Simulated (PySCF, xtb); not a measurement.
Acid–base and redox partners of CC#C. Isolated molecules, 0 K electronic values unless said otherwise. Strings in code marks are SMILES.

Quantity: proton affinity at 298 K, in eV. Enthalpy corrections at 298 K come from GFN2-xTB frequencies (xtb).

Level 1: B3LYP/3-21G // B3LYP-D3(BJ)/def2-TZVP (PySCF)
Level 2: B3LYP/6-31G* // B3LYP-D3(BJ)/def2-TZVP (PySCF)
Level 3: M06-2X/6-31G* // B3LYP-D3(BJ)/def2-TZVP (PySCF)
Level 4: frozen-core MP2/6-31G* // B3LYP-D3(BJ)/def2-TZVP (PySCF)

```tsv
species	level 2	level 3	level 4
proton added at C1: `C=[C+]C`	8.09	7.76	7.50
```

**Question.** What does level 1 give for each?

**Answer.** 
- proton added at C1: `C=[C+]C`: 7.87
